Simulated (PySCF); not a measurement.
## Assigning NMR signals

Numbering as in the mapped SMILES `[CH3:1][CH2:2][SH:3]` (H(Xn): hydrogen on atom n).

How the numbers were obtained: geometry from PBE0-D3(BJ)/def2-TZVP, σ from GIAO-B97-2/pcSseg-2, in PySCF 2.14 (equivalent nuclei averaged, gas phase, no relativistic terms, a single conformation).

Referencing at the same level of theory: 13C (σ = 185.38 ppm) and 1H (σ = 31.64 ppm) vs TMS.

Problem. Assign these signals to the numbered atoms. 13C{1H} NMR (computed): δ 27.1 (CH2), 24.1 (CH3).

Solution. 
| δ (ppm) | atoms | environment | reason |
| --- | --- | --- | --- |
| 27.1 | C2 | sp3 CH2 bonded to S | – |
| 24.1 | C1 | methyl carbon | a saturated carbon with 1 carbon neighbour and no heteroatom attached |

Problem. Assign these signals to the numbered atoms. 1H NMR (600 MHz, computed): δ 2.45 (q, 2H), 1.48 (br s, 1H), 1.28 (t, 3H).

Solution. 
| δ (ppm) | atoms | environment | reason |
| --- | --- | --- | --- |
| 2.45 | H(C2) | hydrogen on an sp3 CH2 bonded to S | – |
| 1.48 | H(S3) | hydrogen on a thiol sulfur | labile proton, position sensitive to the medium |
| 1.28 | H(C1) | hydrogen on a methyl carbon | – |

The OH or NH signal is concentration- and solvent-dependent in practice; the value given is the gas-phase one. Shifts are as computed. Against solution values, carbons near 30 ppm lie about +3 ppm off and those near 130 ppm about +7 ppm; carbons on S a further +4 ppm. Of 1211 compounds with measured shifts, 218 miss one by over three times the rms of a fit or turn the order of signals round; such compounds aren't used in these exercises. Multiplicities follow the n + 1 count of equivalent neighbours, as no J values were calculated; m marks all less simple cases, F and P coupling included.
